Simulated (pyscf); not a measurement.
Thermochemistry of product channels of H₂N–SiH₃ + NH₃ on the singlet surface, in eV, from ωB97M-D3(BJ)/def2-TZVP energies (ideal gas, 1 atm, RRHO with modes under 100 cm⁻¹ raised to 100, one conformer, R ln 2 for chiral ones without a mode under 150 cm⁻¹). PySCF, gas phase, ωB97X-D3(BJ)/def2-SVP geometries.

| products | ΔE | ΔH(298 K) | ΔG(600 K) | ΔG(900 K) |
|---|---|---|---|---|
| H₂N–NH–SiH₃ + H₂ | +2.03 | +1.87 | +2.02 | +2.06 |
| H₂N–SiH₂–NH₂ + H₂ | -0.46 | -0.59 | -0.43 | -0.39 |

These are energies of the channels, which say nothing of barriers.
